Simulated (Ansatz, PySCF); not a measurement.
This Ansatz (an electronic-structure program) input computes a BLYP/def2-TZVPD energy:

Ansatz 0.2 input:
```yaml
crystal:
  periodic: [false, false, false]
  atoms:
    - {symbol: O, position_ang: [0.40729498, 1.27979630, 0.29460394]}
    - {symbol: C, position_ang: [0.08163148, 0.13868104, 0.03256419]}
    - {symbol: N, position_ang: [0.99861611, -0.84680311, -0.18123877]}
    - {symbol: C, position_ang: [-1.37105389, -0.27916763, -0.07797619]}
    - {symbol: H, position_ang: [0.73494507, -1.78997243, -0.39805759]}
    - {symbol: H, position_ang: [-1.84573602, 0.32224419, -0.85323023]}
    - {symbol: H, position_ang: [-1.50787858, -1.33524955, -0.31016180]}
    - {symbol: H, position_ang: [-1.86875914, -0.05203685, 0.86465332]}
    - {symbol: H, position_ang: [1.97529047, -0.61281436, -0.11889194]}
basis:
  gaussian:
    orbitals: def2-TZVPD
hamiltonian:
  xc: {name: BLYP}
output: {forces: true}
```

### Question
Write an input for the same energy in PySCF and say what it gives.

### Answer

```python
from pyscf import gto, scf, dft

mol = gto.M(
    atom='''
    O     0.40729498    1.27979630    0.29460394
    C     0.08163148    0.13868104    0.03256419
    N     0.99861611   -0.84680311   -0.18123877
    C    -1.37105389   -0.27916763   -0.07797619
    H     0.73494507   -1.78997243   -0.39805759
    H    -1.84573602    0.32224419   -0.85323023
    H    -1.50787858   -1.33524955   -0.31016180
    H    -1.86875914   -0.05203685    0.86465332
    H     1.97529047   -0.61281436   -0.11889194
    ''',
    basis='def2-tzvpd',
    charge=0,
    spin=0,
    verbose=4,
)

mf = dft.RKS(mol, xc='blyp').density_fit(auxbasis='def2-universal-jkfit')
mf.grids.level = 3
mf.conv_tol = 1e-9
mf.max_cycle = 100
mf.max_memory = 1500
mf.kernel()
if not mf.converged:
    mf = mf.newton()
    mf.kernel(mf.make_rdm1())
mf.analyze()
```
It gives -209.24194 Eh, and Ansatz -209.24182 Eh, a difference of 0.12 mEh, from the treatment of integrals and grids.
